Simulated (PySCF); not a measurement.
**A diatomic session: LiSi**

An exercise on one series of results from a longer session: the logs are not shown, and one member is left open.

Computed with PySCF 2.14.0. Level: Li def2-TZVPP, Si def2-TZVPP, no relativity.

Set-up of the first run:

Settings of the job:

```
atoms                         : Li, Si
charge                        : 0
basis                         : Li def2-TZVPP, Si def2-TZVPP
Hamiltonian                   : no relativity
basis functions               : 61
electrons treated             : 17
masses in u                   : 7.0160, 27.9769
levels                        : PBE0, PBE, r²SCAN, M06-L, MN15, B97-3, r²SCANh, LC-ωPBE, HF, MP2, SCS-MP2, CCSD, CCSD(T)
grid                          : 80 radial by 434 angular points
occupations                   : held fixed by the projection of orbital angular momentum
dissociation limit            : Li + Si, each in its ground configuration
starting distance in angstrom : 2.400
values of 2S to try           : 1, 3
```

Launch:

```console
$ OMP_NUM_THREADS=1 python dia.py task.json out
```

Steps of the session up to this table: Set-up; PBE0 along the bond; Higher solutions at PBE0; PBE; r²SCAN (meta-GGA); M06-L; MN15 (hybrid meta-GGA); B97-3; r²SCANh (hybrid meta-GGA); LC-ωPBE; UHF; MP2 and coupled cluster.

One of the session's tables, all rows but one given; the rest of the session is left out.

Energy (eV) from each level's lowest point:

```
R (Å)    UHF  UHF-MP2  UHF-SCS-MP2  UHF-CCSD  UHF-CCSD(T)
2.036  0.394    0.372        0.371       n/a          n/a
2.130  0.190    0.175        0.175     0.170        0.171
2.225  0.069    0.061        0.061     0.058        0.058
2.296  0.020    0.016        0.016     0.015        0.015
2.367  0.000    0.000        0.000     0.000        0.000
2.438  0.003    0.006        0.006     0.007        0.007
2.533  0.034    0.042        0.042     0.044        0.043
2.651      ?        ?            ?         ?            ?
2.793  0.220    0.242        0.240     0.243        0.242
2.982  0.398    0.435        0.431       n/a          n/a
```

Estimate the missing values for R (Å) = 2.651.

Worked estimate for «UHF». A straight line through the neighbours (2.533, 0.034) and (2.793, 0.220) gives 0.034 + (0.220 − 0.034) × (2.651 − 2.533) / (2.793 − 2.533) = 0.118; a parabola fitted to 4 rows on both sides gives 0.109.

The run gave: UHF: 0.105; UHF-MP2: 0.119; UHF-SCS-MP2: 0.118; UHF-CCSD: 0.121; UHF-CCSD(T): 0.120. In «UHF» the line misses by +0.013 and the parabola by +0.004.
